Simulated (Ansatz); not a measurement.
A run of Ansatz (development build ahead of 0.2.0) on doublet O2(+) at this shape:

| atom | x (Å) | y (Å) | z (Å) |
| --- | --- | --- | --- |
| O | 0.0000 | 0.0000 | 0.5301 |
| O | 0.0000 | 0.0000 | -0.5301 |

Its results:

```
Converged                       : yes
Reference energy                : -147.18288 hartree
CCSD correlation energy         : -0.14515 hartree
Triples correction              : -0.00132 hartree
Total energy                    : -147.32935 hartree
Spin squared of the determinant : 0.750
```

Which input gives this output? Name the method, the orbitals and the basis set, and write the input.

ROHF-CCSD(T) in STO-3G.

```yaml
crystal:
  periodic: [false, false, false]
  atoms:
    - { symbol: O, position_ang: [0.0, 0.0, 0.5301] }
    - { symbol: O, position_ang: [0.0, 0.0, -0.5301] }
basis:
  gaussian: { orbitals: STO-3G }
total_charge: 1
magnetization:
  initial_magnetization: 1
hamiltonian:
  xc: hf
correlation:
  method: ccsd_t
  frozen_orbitals: { O: 1 }
```
